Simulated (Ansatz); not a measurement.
Born–Oppenheimer molecular dynamics of CH4NO (7 atoms, charge 0, multiplicity 2). It starts from a rough guess of a transition structure, not a stationary point.

The calculation used Ansatz, UKS PBE0-D4/def2-SVP.

```json
{
  "ensemble": "NVE (velocity Verlet)",
  "time step": "0.5 fs",
  "steps asked": "150",
  "starting velocities drawn for": "1000 K",
  "seed": "673811"
}
```

Frames 5 fs apart, positions in Å.

Velocities at 10.0 fs (Å/ps):

```
O -1.62 -1.06 -0.10
C -0.49 -5.13 -3.66
N 10.91 5.81 3.37
H -1.74 -15.61 -21.68
H -25.79 16.16 -2.71
H -31.22 -22.36 16.93
H -61.15 18.96 5.84
```

```xyz
7
Properties=species:S:1:pos:R:3 time_fs=10.0 energy_less_start_eV=0.108 T=837
O -0.670 -0.248 0.099
C -0.539 -0.687 -1.016
N 0.832 0.912 0.970
H 0.320 -1.294 -1.192
H -1.207 -0.551 -1.821
H 0.672 0.181 1.674
H -0.016 1.438 1.244
7
Properties=species:S:1:pos:R:3 time_fs=15.0 energy_less_start_eV=0.098 T=856
O -0.689 -0.260 0.088
C -0.541 -0.712 -1.023
N 0.870 0.948 1.007
H 0.354 -1.403 -1.346
H -1.359 -0.452 -1.862
H 0.623 0.167 1.668
H -0.072 1.458 1.185
7
Properties=species:S:1:pos:R:3 time_fs=20.0 energy_less_start_eV=-0.076 T=1121
O -0.717 -0.290 0.058
C -0.556 -0.732 -1.038
N 0.904 0.991 1.064
H 0.225 -1.369 -1.417
H -1.273 -0.446 -1.755
H 0.722 0.173 1.654
H 0.025 1.526 1.038
7
Properties=species:S:1:pos:R:3 time_fs=25.0 energy_less_start_eV=-0.214 T=1336
O -0.745 -0.332 0.037
C -0.587 -0.742 -1.060
N 0.958 1.042 1.116
H 0.265 -1.436 -1.414
H -1.329 -0.423 -1.923
H 0.768 0.213 1.710
H 0.055 1.593 1.003
7
Properties=species:S:1:pos:R:3 time_fs=30.0 energy_less_start_eV=-0.383 T=1594
O -0.777 -0.377 0.027
C -0.625 -0.752 -1.119
N 1.026 1.101 1.165
H 0.236 -1.439 -1.322
H -1.260 -0.475 -1.981
H 0.710 0.331 1.791
H 0.088 1.559 1.062
7
Properties=species:S:1:pos:R:3 time_fs=35.0 energy_less_start_eV=-0.314 T=1489
O -0.817 -0.425 -0.002
C -0.649 -0.766 -1.146
N 1.093 1.158 1.218
H 0.195 -1.453 -1.314
H -1.250 -0.479 -2.055
H 0.719 0.433 1.872
H 0.119 1.595 1.097
7
Properties=species:S:1:pos:R:3 time_fs=40.0 energy_less_start_eV=-0.381 T=1593
O -0.868 -0.467 -0.040
C -0.660 -0.787 -1.154
N 1.145 1.215 1.277
H 0.200 -1.521 -1.446
H -1.293 -0.430 -2.067
H 0.846 0.489 1.963
H 0.244 1.698 1.047
7
Properties=species:S:1:pos:R:3 time_fs=45.0 energy_less_start_eV=-0.245 T=1383
O -0.924 -0.503 -0.064
C -0.661 -0.824 -1.195
N 1.202 1.271 1.334
H 0.098 -1.488 -1.548
H -1.275 -0.392 -1.957
H 0.946 0.556 2.034
H 0.327 1.784 1.031
7
Properties=species:S:1:pos:R:3 time_fs=50.0 energy_less_start_eV=-0.242 T=1380
O -0.969 -0.547 -0.085
C -0.684 -0.841 -1.223
N 1.270 1.331 1.386
H 0.163 -1.583 -1.591
H -1.326 -0.320 -2.082
H 0.927 0.649 2.099
H 0.363 1.785 1.086
7
Properties=species:S:1:pos:R:3 time_fs=55.0 energy_less_start_eV=-0.265 T=1416
O -1.001 -0.601 -0.119
C -0.724 -0.843 -1.255
N 1.338 1.390 1.438
H 0.064 -1.533 -1.483
H -1.186 -0.412 -2.104
H 0.913 0.748 2.142
H 0.393 1.791 1.144
7
Properties=species:S:1:pos:R:3 time_fs=60.0 energy_less_start_eV=-0.220 T=1345
O -1.039 -0.649 -0.146
C -0.756 -0.849 -1.276
N 1.394 1.447 1.494
H 0.101 -1.614 -1.442
H -1.190 -0.384 -2.275
H 0.994 0.801 2.214
H 0.487 1.843 1.120
7
Properties=species:S:1:pos:R:3 time_fs=65.0 energy_less_start_eV=-0.325 T=1505
O -1.091 -0.685 -0.166
C -0.760 -0.877 -1.318
N 1.446 1.503 1.549
H 0.045 -1.615 -1.527
H -1.196 -0.383 -2.186
H 1.113 0.848 2.277
H 0.584 1.914 1.087
```

Of the whole run (75 fs, mean temperature of the second half 1225 K): The conserved energy stayed within 1.6 meV per atom of its start (net change 0.31 meV per atom), so the integration is sound. A run of 0.075 ps of so small a system gives no equilibrium averages.

The run took 5 min on 1 CPU thread of a shared host.
